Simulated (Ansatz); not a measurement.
```csv
atom,x (Å),y (Å),z (Å)
O,-1.7716,-0.1467,0.0000
H,-1.0812,0.4685,0.0000
H,-1.0452,-0.8390,0.0000
O,1.6172,0.7147,0.0000
O,1.7674,-0.4127,0.0000
```

Basis set: pcseg-2 (spherical functions). Charge 0, multiplicity 3.

Computed with Ansatz (development build ahead of 0.2.0); each method stands on the lowest determinant of its kind that the runs found. Restricted functionals stand beside restricted open-shell atoms, which can lie above the unrestricted atoms usual in DFT and then raise those values.

Q: Give the atomization energy at this shape (free ground-state atoms in the same class of orbitals less the molecule, no zero-point energy) of triplet H₂O₃ by r²SCAN (unrestricted), PBE0 (unrestricted), PBE0 (restricted open-shell).

A:

```
                      method  atomization energy
       r²SCAN (unrestricted)     346.19 kcal/mol
         PBE0 (unrestricted)     339.15 kcal/mol
PBE0 (restricted open-shell)     341.63 kcal/mol
```

Caution: other spin multiplicities may lie lower.

The shape needn't be a minimum at these levels.
